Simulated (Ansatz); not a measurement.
What does this script print? It uses the Ansatz DFT code, driven from Python.

The script, `composite.py`:
```python
from dataclasses import dataclass
import itertools
import warnings

import ansatz
from ase.data import atomic_numbers, covalent_radii
import numpy as np


@dataclass(frozen=True)
class RunConfig:
    basis_set: str = "def2-SVP"
    xc: str = "r2scan"
    charge: int = 1


settings = RunConfig()

warnings.simplefilter("ignore", ansatz.DeckWarning)

geometry_ang = [
    ("O", (0.0, 0.0, 0.0)),
    ("F", (0.0, 0.0, 1.315)),
]
molecule = ansatz.Crystal.molecule()
for symbol, xyz in geometry_ang:
    molecule = molecule.atom(symbol, xyz)

job = (
    molecule.calculation()
    .basis(gaussian=settings.basis_set)
    .functional(settings.xc)
    .charge(settings.charge)
    .spin("collinear", total=2)
)
symbols = [site.symbol for site in molecule.cartesian_sites]
start = np.array([site.position_ang for site in molecule.cartesian_sites], dtype=float)
summary = job.relax(force_tolerance=0.01, max_steps=100).run(threads=1, backend="cpu").report
end = np.array(summary["positions_ang"])
radius = [covalent_radii[atomic_numbers[s]] for s in symbols]
span = lambda where, i, j: np.linalg.norm(where[i] - where[j])
bonded = [(i, j) for i, j in itertools.combinations(range(len(symbols)), 2) if min(span(start, i, j), span(end, i, j)) < 1.2 * (radius[i] + radius[j])]
print("pair        before    after (A)")
for i, j in bonded:
    print(f"{symbols[i]}{i}-{symbols[j]}{j}".ljust(10), f"{span(start, i, j):8.4f} {span(end, i, j):8.4f}")

minimum = ansatz.Crystal.molecule()
for symbol, place in zip(symbols, end):
    minimum = minimum.atom(symbol, place.tolist())
at_minimum = (
    minimum.calculation()
    .charge(settings.charge)
    .spin("collinear", total=2)
)
level = lambda method, basis: at_minimum.basis(gaussian=basis).correlation(method).run(threads=1, backend="cpu").report
small, large, cluster = level("mp2", "cc-pVDZ"), level("mp2", "cc-pVTZ"), level("ccsd_t", "cc-pVDZ")
corr = lambda each: (each["free_energy_ev"] - each["reference_energy_ev"]) / 27.211386246
mp2_limit = (27 * corr(large) - 8 * corr(small)) / 19
pieces = {"HF / cc-pVTZ": large["reference_energy_ev"] / 27.211386246, "MP2 correlation, DZ-TZ limit": mp2_limit, "CCSD(T) - MP2 / cc-pVDZ": corr(cluster) - corr(small)}
for name, value in pieces.items():
    print(f"{name:32s} {value:14.6f} Ha")
print(f"{'sum':32s} {sum(pieces.values()):14.6f} Ha")
print("T1 diagnostic", round(cluster["correlation"]["coupled_cluster"]["t1_diagnostic"], 4))
```

```console
$ python composite.py
pair        before    after (A)
O0-F1        1.3150   1.2255
HF / cc-pVTZ                        -173.759366 Ha
MP2 correlation, DZ-TZ limit          -0.454984 Ha
CCSD(T) - MP2 / cc-pVDZ               -0.031638 Ha
sum                                 -174.245988 Ha
T1 diagnostic 0.046
```

Notes:
- Total energies depend on the basis set; only differences at equal settings carry meaning.
- The sum leaves out core correlation, relativity, the Hartree-Fock basis error and zero-point energy; a DZ-TZ extrapolation is rough.
- The run takes the species as open-shell (spin multiplicity 3), which needn't be its ground state.
- Inner cores stay frozen, so this is valence correlation.
- The spin state was assumed, and another may lie lower.
- It ran for 6.8 s on 1 thread of Arm Neoverse V1, with other jobs on the host, peak memory 0.18 GiB.
